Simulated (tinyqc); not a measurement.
Worked calculation (part 2 of 2): MP2 on RHF in the sto-3g basis, frozen core, for CH3-, spin multiplicity 1. The basis has no diffuse functions, so it cannot describe the extra electron: this is an exercise in the method, not the real anion. Computed by tinyqc, a small Python program that keeps every step (integrals from PySCF). Command: `OMP_NUM_THREADS=1 python tinyqc.py 27857 27858 out.jsonl` (the two numbers bound the seeds that draw the settings). One thread of a shared host (Intel(R) Xeon(R) Processor @ 2.60GHz), about 0.2 s of CPU time with the checks.

Geometry (angstrom):
```
atom         x         y        z
C      0.00000   0.00000  0.01500
H      1.20100   0.00000  0.00000
H     -0.60100   1.04000  0.00000
H     -0.60100  -1.04000  0.00000
```

## Iteration 1: diagonalisation and new density

Fock matrix F (hartree), order 1C 1s, 1C 2s, 1C 2px, 1C 2py, 1C 2pz, 2H 1s, 3H 1s, 4H 1s:
$$\begin{pmatrix}
-10.04957 & -2.78253 & 0.00000 & 0.00000 & 0.00032 & -0.56137 & -0.56116 & -0.56116 \\
-2.78253 & -1.11738 & 0.00002 & 0.00000 & 0.00328 & -0.50663 & -0.50652 & -0.50652 \\
0.00000 & 0.00002 & 0.44858 & 0.00000 & 0.00000 & -0.14055 & 0.07034 & 0.07034 \\
0.00000 & 0.00000 & 0.00000 & 0.44877 & 0.00000 & 0.00000 & -0.12167 & 0.12167 \\
0.00032 & 0.00328 & 0.00000 & 0.00000 & 0.60581 & 0.00236 & 0.00236 & 0.00236 \\
-0.56137 & -0.50663 & -0.14055 & 0.00000 & 0.00236 & -0.01113 & -0.17789 & -0.17789 \\
-0.56116 & -0.50652 & 0.07034 & -0.12167 & 0.00236 & -0.17789 & -0.01102 & -0.17795 \\
-0.56116 & -0.50652 & 0.07034 & 0.12167 & 0.00236 & -0.17789 & -0.17795 & -0.01102
\end{pmatrix}$$

X, order 1C 1s, 1C 2s, 1C 2px, 1C 2py, 1C 2pz, 2H 1s, 3H 1s, 4H 1s:
$$\begin{pmatrix}
1.02792 & -0.15937 & 0.00000 & 0.00000 & 0.00036 & 0.02393 & 0.02393 & 0.02393 \\
-0.15937 & 1.31327 & -0.00002 & 0.00000 & -0.00351 & -0.27799 & -0.27791 & -0.27791 \\
0.00000 & -0.00002 & 1.14583 & 0.00000 & 0.00000 & -0.29038 & 0.14525 & 0.14525 \\
0.00000 & 0.00000 & 0.00000 & 1.14565 & 0.00000 & 0.00000 & -0.25134 & 0.25134 \\
0.00036 & -0.00351 & 0.00000 & 0.00000 & 1.00004 & 0.00339 & 0.00338 & 0.00338 \\
0.02393 & -0.27799 & -0.29038 & 0.00000 & 0.00339 & 1.19330 & -0.02347 & -0.02347 \\
0.02393 & -0.27791 & 0.14525 & -0.25134 & 0.00338 & -0.02347 & 1.19321 & -0.02344 \\
0.02393 & -0.27791 & 0.14525 & 0.25134 & 0.00338 & -0.02347 & -0.02344 & 1.19321
\end{pmatrix}$$

Diagonalise F' = X^T F X, C = X C', fill 5 alpha and 5 beta electrons from the bottom; D = 2 C_occ C_occ^T. Each column has its largest component positive (the first on a tie).

F' = X^T F X (hartree):
$$\begin{pmatrix}
-9.80711 & -1.56708 & 0.00002 & 0.00000 & 0.00099 & -0.06090 & -0.06083 & -0.06083 \\
-1.56708 & -0.14246 & -0.00003 & 0.00000 & -0.00312 & -0.41395 & -0.41385 & -0.41385 \\
0.00002 & -0.00003 & 0.75042 & 0.00000 & 0.00000 & -0.42194 & 0.21108 & 0.21108 \\
0.00000 & 0.00000 & 0.00000 & 0.75024 & 0.00000 & 0.00000 & -0.36523 & 0.36523 \\
0.00099 & -0.00312 & 0.00000 & 0.00000 & 0.60589 & 0.00486 & 0.00486 & 0.00486 \\
-0.06090 & -0.41395 & -0.42194 & 0.00000 & 0.00486 & 0.37806 & -0.07465 & -0.07465 \\
-0.06083 & -0.41385 & 0.21108 & -0.36523 & 0.00486 & -0.07465 & 0.37800 & -0.07461 \\
-0.06083 & -0.41385 & 0.21108 & 0.36523 & 0.00486 & -0.07465 & -0.07461 & 0.37800
\end{pmatrix}$$

orbital energies (hartree): MO1 -10.05941, MO2 -0.52513, MO3 0.06369, MO4 0.06390, MO5 0.60563, MO6 0.86398, MO7 1.13895, MO8 1.13943

coefficients C, order 1C 1s, 1C 2s, 1C 2px, 1C 2py, 1C 2pz, 2H 1s, 3H 1s, 4H 1s:
$$\begin{pmatrix}
0.99062 & -0.22213 & -0.00003 & 0.00000 & -0.00771 & -0.23022 & 0.00000 & 0.00004 \\
0.03939 & 0.65195 & 0.00010 & 0.00000 & 0.03894 & 1.24648 & 0.00000 & -0.00019 \\
0.00000 & -0.00001 & 0.40485 & 0.00000 & 0.00000 & 0.00009 & 0.00000 & 1.12940 \\
0.00000 & 0.00000 & 0.00000 & 0.40488 & 0.00000 & 0.00000 & 1.12912 & 0.00000 \\
-0.00013 & -0.00154 & 0.00000 & 0.00000 & 0.99930 & -0.03923 & 0.00000 & 0.00000 \\
-0.00620 & 0.24048 & 0.61906 & 0.00000 & -0.01794 & -0.67681 & 0.00000 & -0.82931 \\
-0.00620 & 0.24045 & -0.30962 & 0.53626 & -0.01793 & -0.67636 & -0.71813 & 0.41490 \\
-0.00620 & 0.24045 & -0.30962 & -0.53626 & -0.01793 & -0.67636 & 0.71813 & 0.41490
\end{pmatrix}$$

D after iteration 1, order 1C 1s, 1C 2s, 1C 2px, 1C 2py, 1C 2pz, 2H 1s, 3H 1s, 4H 1s:
$$\begin{pmatrix}
2.06145 & -0.21219 & -0.00002 & 0.00000 & -0.01498 & -0.11888 & -0.11881 & -0.11881 \\
-0.21219 & 0.85623 & 0.00006 & 0.00000 & 0.07581 & 0.31181 & 0.31157 & 0.31157 \\
-0.00002 & 0.00006 & 0.32781 & 0.00000 & 0.00000 & 0.50125 & -0.25071 & -0.25071 \\
0.00000 & 0.00000 & 0.00000 & 0.32786 & 0.00000 & 0.00000 & 0.43425 & -0.43425 \\
-0.01498 & 0.07581 & 0.00000 & 0.00000 & 1.99719 & -0.03659 & -0.03657 & -0.03657 \\
-0.11888 & 0.31181 & 0.50125 & 0.00000 & -0.03659 & 0.88286 & -0.26699 & -0.26699 \\
-0.11881 & 0.31157 & -0.25071 & 0.43425 & -0.03657 & -0.26699 & 0.88323 & -0.26707 \\
-0.11881 & 0.31157 & -0.25071 & -0.43425 & -0.03657 & -0.26699 & -0.26707 & 0.88323
\end{pmatrix}$$

## Iteration 8 (converged): orbitals

converged F (hartree), order 1C 1s, 1C 2s, 1C 2px, 1C 2py, 1C 2pz, 2H 1s, 3H 1s, 4H 1s:
$$\begin{pmatrix}
-10.39383 & -2.82434 & 0.00000 & 0.00000 & 0.00128 & -0.55829 & -0.55808 & -0.55808 \\
-2.82434 & -0.95014 & -0.00002 & 0.00000 & 0.00172 & -0.43389 & -0.43376 & -0.43376 \\
0.00000 & -0.00002 & 0.32503 & 0.00000 & 0.00000 & -0.22565 & 0.11287 & 0.11287 \\
0.00000 & 0.00000 & 0.00000 & 0.32524 & 0.00000 & 0.00000 & -0.19536 & 0.19536 \\
0.00128 & 0.00172 & 0.00000 & 0.00000 & 0.22059 & 0.00423 & 0.00422 & 0.00422 \\
-0.55829 & -0.43389 & -0.22565 & 0.00000 & 0.00423 & -0.03782 & -0.11062 & -0.11062 \\
-0.55808 & -0.43376 & 0.11287 & -0.19536 & 0.00422 & -0.11062 & -0.03768 & -0.11067 \\
-0.55808 & -0.43376 & 0.11287 & 0.19536 & 0.00422 & -0.11062 & -0.11067 & -0.03768
\end{pmatrix}$$

As before.

F' = X^T F X (hartree):
$$\begin{pmatrix}
-10.15395 & -1.59148 & 0.00002 & 0.00000 & 0.00225 & -0.05800 & -0.05793 & -0.05793 \\
-1.59148 & 0.02125 & -0.00006 & 0.00000 & -0.00544 & -0.38548 & -0.38538 & -0.38538 \\
0.00002 & -0.00006 & 0.66125 & 0.00000 & 0.00000 & -0.47703 & 0.23861 & 0.23861 \\
0.00000 & 0.00000 & 0.00000 & 0.66112 & 0.00000 & 0.00000 & -0.41296 & 0.41296 \\
0.00225 & -0.00544 & 0.00000 & 0.00000 & 0.22069 & 0.00625 & 0.00624 & 0.00624 \\
-0.05800 & -0.38548 & -0.47703 & 0.00000 & 0.00625 & 0.34938 & -0.03880 & -0.03880 \\
-0.05793 & -0.38538 & 0.23861 & -0.41296 & 0.00624 & -0.03880 & 0.34936 & -0.03873 \\
-0.05793 & -0.38538 & 0.23861 & 0.41296 & 0.00624 & -0.03880 & -0.03873 & 0.34936
\end{pmatrix}$$

orbital energies (hartree): MO1 -10.40082, MO2 -0.37470, MO3 -0.07533, MO4 -0.07515, MO5 0.22052, MO6 0.91483, MO7 1.12437, MO8 1.12477

coefficients C, order 1C 1s, 1C 2s, 1C 2px, 1C 2py, 1C 2pz, 2H 1s, 3H 1s, 4H 1s:
$$\begin{pmatrix}
0.99231 & -0.20686 & 0.00000 & 0.00000 & -0.00471 & -0.23714 & 0.00000 & 0.00007 \\
0.03322 & 0.59955 & 0.00001 & 0.00000 & 0.02149 & 1.27311 & 0.00000 & -0.00036 \\
0.00000 & 0.00003 & 0.43345 & 0.00000 & 0.00000 & 0.00025 & 0.00000 & 1.11874 \\
0.00000 & 0.00000 & 0.00000 & 0.43348 & 0.00000 & 0.00000 & 1.11845 & 0.00000 \\
-0.00021 & -0.00430 & 0.00000 & 0.00000 & 0.99978 & -0.02348 & 0.00000 & 0.00000 \\
-0.00618 & 0.26852 & 0.59777 & 0.00000 & -0.00624 & -0.66651 & 0.00000 & -0.84470 \\
-0.00618 & 0.26840 & -0.29897 & 0.51781 & -0.00624 & -0.66592 & -0.73154 & 0.42273 \\
-0.00618 & 0.26840 & -0.29897 & -0.51781 & -0.00624 & -0.66592 & 0.73154 & 0.42273
\end{pmatrix}$$

D after iteration 8, order 1C 1s, 1C 2s, 1C 2px, 1C 2py, 1C 2pz, 2H 1s, 3H 1s, 4H 1s:
$$\begin{pmatrix}
2.05499 & -0.18233 & -0.00002 & 0.00000 & -0.00806 & -0.12330 & -0.12324 & -0.12324 \\
-0.18233 & 0.72206 & 0.00004 & 0.00000 & 0.03781 & 0.32131 & 0.32116 & 0.32116 \\
-0.00002 & 0.00004 & 0.37575 & 0.00000 & 0.00000 & 0.51822 & -0.25916 & -0.25916 \\
0.00000 & 0.00000 & 0.00000 & 0.37581 & 0.00000 & 0.00000 & 0.44893 & -0.44893 \\
-0.00806 & 0.03781 & 0.00000 & 0.00000 & 1.99916 & -0.01479 & -0.01478 & -0.01478 \\
-0.12330 & 0.32131 & 0.51822 & 0.00000 & -0.01479 & 0.85902 & -0.21314 & -0.21314 \\
-0.12324 & 0.32116 & -0.25916 & 0.44893 & -0.01478 & -0.21314 & 0.85926 & -0.21327 \\
-0.12324 & 0.32116 & -0.25916 & -0.44893 & -0.01478 & -0.21314 & -0.21327 & 0.85926
\end{pmatrix}$$

## Convergence

Stop when the energy changes by less than 1e-10 hartree and every element of the error matrix X^T (F D S - S D F) X is below 3e-06.

Course of the cycle:
```
iteration  E (hartree)     change  largest element of the error matrix
1          -41.2813507          -                             8.20e-01
2          -38.7540774   2.53e+00                             4.49e-02
3          -38.7591907  -5.11e-03                             1.47e-02
4          -38.7597282  -5.38e-04                             9.13e-04
5          -38.7597317  -3.47e-06                             2.87e-04
6          -38.7597319  -1.90e-07                             8.81e-05
7          -38.7597319  -1.96e-08                             2.12e-07
8          -38.7597319  -1.35e-13                             1.65e-08
```

PySCF RHF in the same basis = -38.7597319 hartree

Converged in 8 iterations.

## Populations, bond orders and dipole

overlap S, order 1C 1s, 1C 2s, 1C 2px, 1C 2py, 1C 2pz, 2H 1s, 3H 1s, 4H 1s:
$$\begin{pmatrix}
1.00000 & 0.24836 & 0.00000 & 0.00000 & 0.00000 & 0.04809 & 0.04807 & 0.04807 \\
0.24836 & 1.00000 & 0.00000 & 0.00000 & 0.00000 & 0.42881 & 0.42872 & 0.42872 \\
0.00000 & 0.00000 & 1.00000 & 0.00000 & 0.00000 & 0.42690 & -0.21357 & -0.21357 \\
0.00000 & 0.00000 & 0.00000 & 1.00000 & 0.00000 & 0.00000 & 0.36957 & -0.36957 \\
0.00000 & 0.00000 & 0.00000 & 0.00000 & 1.00000 & -0.00533 & -0.00533 & -0.00533 \\
0.04809 & 0.42881 & 0.42690 & 0.00000 & -0.00533 & 1.00000 & 0.10430 & 0.10430 \\
0.04807 & 0.42872 & -0.21357 & 0.36957 & -0.00533 & 0.10430 & 1.00000 & 0.10440 \\
0.04807 & 0.42872 & -0.21357 & -0.36957 & -0.00533 & 0.10430 & 0.10440 & 1.00000
\end{pmatrix}$$

Mulliken: Z minus the diagonal of D S on the atom; Loewdin: the same with S^(1/2) D S^(1/2); Mayer order: 2 sum_s sum (D(s) S)_ij (D(s) S)_ji over the two atoms.

Charges (e):
```
atom  Mulliken   Loewdin
1C    -0.49655  -0.55303
2H    -0.16771  -0.14889
3H    -0.16787  -0.14904
4H    -0.16787  -0.14904
```

Mayer bond orders:
```
pair    order
2-1   0.94085
3-1   0.94081
3-2   0.01551
4-1   0.94081
4-2   0.01551
4-3   0.01550
```

dipole moment about the origin, x y z (debye): [0.00152, 0.00000, -0.12169]

## Integrals over molecular orbitals

core Hamiltonian H = T + V (hartree), order 1C 1s, 1C 2s, 1C 2px, 1C 2py, 1C 2pz, 2H 1s, 3H 1s, 4H 1s:
$$\begin{pmatrix}
-19.08324 & -4.60636 & 0.00001 & 0.00000 & 0.00052 & -0.90016 & -0.89982 & -0.89982 \\
-4.60636 & -6.01683 & 0.00007 & 0.00000 & 0.00559 & -2.21916 & -2.21864 & -2.21864 \\
0.00001 & 0.00007 & -5.02144 & 0.00000 & 0.00000 & -1.90808 & 0.95457 & 0.95457 \\
0.00000 & 0.00000 & 0.00000 & -5.02126 & 0.00000 & 0.00000 & -1.65178 & 1.65178 \\
0.00052 & 0.00559 & 0.00000 & 0.00000 & -4.86449 & 0.02498 & 0.02497 & 0.02497 \\
-0.90016 & -2.21916 & -1.90808 & 0.00000 & 0.02498 & -3.58192 & -0.51828 & -0.51828 \\
-0.89982 & -2.21864 & 0.95457 & -1.65178 & 0.02497 & -0.51828 & -3.58165 & -0.51868 \\
-0.89982 & -2.21864 & 0.95457 & 1.65178 & 0.02497 & -0.51828 & -0.51868 & -3.58165
\end{pmatrix}$$

Given earlier and not repeated: Two-electron integrals (ij|kl) in chemists' order.

(pq|rs) = sum C_ip C_jq C_kr C_ls (ij|kl), one index at a time.

one-electron integrals over orbitals h = C^T H C (hartree):
$$\begin{pmatrix}
-19.06591 & 0.35412 & 0.00001 & 0.00000 & 0.00696 & 0.37628 & 0.00000 & -0.00011 \\
0.35412 & -4.67834 & -0.00002 & 0.00000 & -0.00872 & -1.00062 & 0.00000 & 0.00035 \\
0.00001 & -0.00002 & -4.06941 & 0.00000 & 0.00000 & -0.00016 & 0.00000 & -0.97977 \\
0.00000 & 0.00000 & 0.00000 & -4.06914 & 0.00000 & 0.00000 & -0.97960 & 0.00000 \\
0.00696 & -0.00872 & 0.00000 & 0.00000 & -4.86424 & 0.01458 & 0.00000 & 0.00000 \\
0.37628 & -1.00062 & -0.00016 & 0.00000 & 0.01458 & -3.75560 & 0.00000 & -0.00005 \\
0.00000 & 0.00000 & 0.00000 & -0.97960 & 0.00000 & 0.00000 & -4.15370 & 0.00000 \\
-0.00011 & 0.00035 & -0.97977 & 0.00000 & 0.00000 & -0.00005 & 0.00000 & -4.15365
\end{pmatrix}$$

Two-electron integrals over orbitals (pq|rs), unique and non-zero (hartree); the lowest 1 orbital is frozen and left out:
```
(22|22) 0.47860     (32|22) 2.18e-05    (32|32) 0.11983     (33|22) 0.45252
(33|32) 0.06989     (33|33) 0.50377     (42|42) 0.11977     (43|42) -0.06992
(43|43) 0.05612     (44|22) 0.45248     (44|32) -0.06993    (44|33) 0.39163
(44|44) 0.50381     (52|22) -0.00066    (52|32) -1.05e-07   (52|33) -0.00039
(52|44) -0.00039    (52|52) 0.08210     (53|22) -1.45e-07   (53|32) -0.00049
(53|33) -0.00056    (53|44) 0.00056     (53|52) 1.36e-06    (53|53) 0.01613
(54|42) -0.00049    (54|43) 0.00056     (54|54) 0.01613     (55|22) 0.51832
(55|32) 1.14e-05    (55|33) 0.45194     (55|44) 0.45192     (55|52) 0.00446
(55|53) 1.03e-07    (55|55) 0.67288     (62|22) 0.06991     (62|32) -6.42e-06
(62|33) 0.02972     (62|44) 0.02976     (62|52) -0.00052    (62|53) 4.46e-07
(62|55) 0.14215     (62|62) 0.08235     (63|22) -4.30e-06   (63|32) -0.04882
(63|33) -0.04862    (63|44) 0.04865     (63|52) 5.88e-07    (63|53) 0.00069
(63|55) 1.85e-05    (63|62) 4.29e-05    (63|63) 0.06862     (64|42) -0.04874
(64|43) 0.04862     (64|54) 0.00069     (64|64) 0.06855     (65|22) -0.00208
(65|32) 7.39e-07    (65|33) -0.00075    (65|44) -0.00075    (65|52) 0.07247
(65|53) 4.32e-06    (65|55) 0.00025     (65|62) -0.00269    (65|63) -5.99e-07
(65|65) 0.06961     (66|22) 0.45857     (66|32) 0.00008     (66|33) 0.44407
(66|44) 0.44396     (66|52) -0.00269    (66|53) -5.86e-07   (66|55) 0.49267
(66|62) 0.04790     (66|63) -4.19e-05   (66|65) -0.00355    (66|66) 0.46221
(72|42) 0.01359     (72|43) 0.01653     (72|54) 0.00081     (72|64) 0.04395
(72|72) 0.05461     (73|42) 0.04413     (73|43) -0.02450    (73|54) -0.00042
(73|64) -0.03291    (73|72) -0.00590    (73|73) 0.03188     (74|22) 0.07044
(74|32) 0.04415     (74|33) 0.05888     (74|44) 0.00992     (74|52) 0.00146
(74|53) -0.00042    (74|55) 0.12494     (74|62) 0.07773     (74|63) -0.03292
(74|65) -0.00070    (74|66) 0.04358     (74|74) 0.10982     (75|42) 0.00190
(75|43) -0.00096    (75|54) 0.01802     (75|64) -0.00069    (75|72) 0.00071
(75|73) 0.00067     (75|75) 0.02559     (76|42) 0.10652     (76|43) -0.06086
(76|54) -0.00056    (76|64) -0.04454    (76|72) 0.01350     (76|73) 0.04461
(76|75) 0.00166     (76|76) 0.10777     (77|22) 0.49801     (77|32) -0.02502
(77|33) 0.43640     (77|44) 0.50205     (77|52) 0.00103     (77|53) 0.00046
(77|55) 0.54336     (77|62) 0.08465     (77|63) 0.03424     (77|65) -0.00082
(77|66) 0.48676     (77|74) 0.08173     (77|77) 0.57743     (82|22) -3.03e-05
(82|32) 0.01358     (82|33) -0.01654    (82|44) 0.01651     (82|52) 3.00e-07
(82|53) 0.00081     (82|55) -4.46e-05   (82|62) 1.85e-06    (82|63) 0.04395
(82|65) 6.98e-07    (82|66) -2.49e-05   (82|74) -0.00592    (82|77) 0.02516
(82|82) 0.05461     (83|22) 0.07044     (83|32) -0.04410    (83|33) 0.00999
(83|44) 0.05888     (83|52) 0.00146     (83|53) 0.00042     (83|55) 0.12495
(83|62) 0.07775     (83|63) 0.03292     (83|65) -0.00070    (83|66) 0.04352
(83|74) 0.04879     (83|77) 0.09257     (83|82) 0.00587     (83|83) 0.10978
(84|42) 0.04413     (84|43) -0.02450    (84|54) -0.00042    (84|64) -0.03293
(84|72) -0.00592    (84|73) 0.02918     (84|75) 0.00067     (84|76) 0.04461
(84|84) 0.03189     (85|22) 7.95e-07    (85|32) 0.00190     (85|33) 0.00096
(85|44) -0.00096    (85|52) -2.14e-05   (85|53) 0.01802     (85|55) -3.02e-07
(85|62) 6.46e-07    (85|63) -0.00069    (85|65) -1.51e-05   (85|66) 2.12e-06
(85|74) 0.00067     (85|77) -0.00019    (85|82) 0.00071     (85|83) -0.00067
(85|85) 0.02559     (86|22) 2.32e-05    (86|32) 0.10658     (86|33) 0.06085
(86|44) -0.06089    (86|52) 6.87e-07    (86|53) -0.00056    (86|55) 9.45e-06
(86|62) -3.75e-06   (86|63) -0.04463    (86|65) 1.45e-06    (86|66) 0.00008
(86|74) 0.04463     (86|77) -0.02170    (86|82) 0.01346     (86|83) -0.04457
(86|85) 0.00166     (86|86) 0.10782     (87|42) -0.02505    (87|43) 0.03287
(87|54) 0.00046     (87|64) 0.03424     (87|72) 0.02519     (87|73) -0.00545
(87|75) -0.00019    (87|76) -0.02172    (87|84) -0.00546    (87|87) 0.03414
(88|22) 0.49804     (88|32) 0.02496     (88|33) 0.50204     (88|44) 0.43643
(88|52) 0.00103     (88|53) -0.00046    (88|55) 0.54339     (88|62) 0.08462
(88|63) -0.03419    (88|65) -0.00082    (88|66) 0.48682     (88|74) 0.09255
(88|77) 0.50923     (88|82) -0.02523    (88|83) 0.08179     (88|85) 0.00019
(88|86) 0.02165     (88|88) 0.57745
```

## Second-order Moller-Plesset energy

Hartree-Fock energy = -38.7597319 hartree

E2 = sum_ijab (ia|jb) [2 (ia|jb) - (ib|ja)] / (e_i + e_j - e_a - e_b) over occupied i, j and virtual a, b; the opposite-spin part is (ia|jb)^2 / denominator, the rest is same-spin, and SCS-MP2 scales them by 6/5 and 1/3.

Terms (the 40 largest of 74):
```
i  j  a  b   (ia|jb)   (ib|ja)  denominator       term
4  4  7  7   0.10982   0.10982     -2.39903   -0.00503
3  3  8  8   0.10978   0.10978     -2.40020   -0.00502
5  5  6  6   0.06961   0.06961     -1.38861   -0.00349
3  2  8  6   0.07775   0.04395     -2.48963   -0.00348
2  3  6  8   0.07775   0.04395     -2.48963   -0.00348
4  2  7  6   0.07773   0.04395     -2.48905   -0.00348
2  4  6  7   0.07773   0.04395     -2.48905   -0.00348
2  2  6  6   0.08235   0.08235     -2.57906   -0.00263
3  3  6  6   0.06862   0.06862     -1.98030   -0.00238
4  4  6  6   0.06855   0.06855     -1.97995   -0.00237
3  4  8  7   0.04879   0.02918     -2.39962   -0.00139
4  3  7  8   0.04879   0.02918     -2.39962   -0.00139
2  2  7  7   0.05461   0.05461     -2.99814   -0.00099
2  2  8  8   0.05461   0.05461     -2.99896   -0.00099
4  3  7  6  -0.03292  -0.03291     -2.18967   -0.00050
3  4  6  7  -0.03292  -0.03291     -2.18967   -0.00050
4  4  6  8  -0.03293  -0.03293     -2.18990   -0.00050
4  4  8  6  -0.03293  -0.03293     -2.18990   -0.00050
3  3  6  8   0.03292   0.03292     -2.19025   -0.00049
3  3  8  6   0.03292   0.03292     -2.19025   -0.00049
3  4  7  6  -0.03291  -0.03292     -2.18967   -0.00049
4  3  6  7  -0.03291  -0.03292     -2.18967   -0.00049
4  4  8  8   0.03189   0.03189     -2.39985   -0.00042
3  3  7  7   0.03188   0.03188     -2.39939   -0.00042
5  5  7  7   0.02559   0.02559     -1.80770   -0.00036
5  5  8  8   0.02559   0.02559     -1.80851   -0.00036
2  4  7  6   0.04395   0.07773     -2.48905   -0.00018
4  2  6  7   0.04395   0.07773     -2.48905   -0.00018
2  3  8  6   0.04395   0.07775     -2.48963   -0.00018
3  2  6  8   0.04395   0.07775     -2.48963   -0.00018
3  4  7  8   0.02918   0.04879     -2.39962   -0.00012
4  3  8  7   0.02918   0.04879     -2.39962   -0.00012
4  2  7  8  -0.00592  -0.00592     -2.69900  -1.30e-05
2  4  8  7  -0.00592  -0.00592     -2.69900  -1.30e-05
2  4  7  8  -0.00592  -0.00592     -2.69900  -1.30e-05
4  2  8  7  -0.00592  -0.00592     -2.69900  -1.30e-05
3  2  7  7  -0.00590  -0.00590     -2.69876  -1.29e-05
2  3  7  7  -0.00590  -0.00590     -2.69876  -1.29e-05
3  2  8  8   0.00587   0.00587     -2.69958  -1.28e-05
2  3  8  8   0.00587   0.00587     -2.69958  -1.28e-05
```

Pair energies (hartree; pair i-j sums ij and ji):
```
pair  opposite spin  same spin
2-2        -0.00462          0
3-2        -0.00646   -0.00092
3-3        -0.00881          0
4-2        -0.00646   -0.00092
4-3        -0.00467   -0.00032
4-4        -0.00881          0
5-2       -8.13e-06          0
5-3       -1.88e-06  -2.58e-10
5-4       -1.88e-06  -2.83e-10
5-5        -0.00421          0
```

MP2 correlation energy = -0.0462185 hartree

SCS-MP2 correlation energy = -0.0535939 hartree

MP2 total energy = -38.8059504 hartree
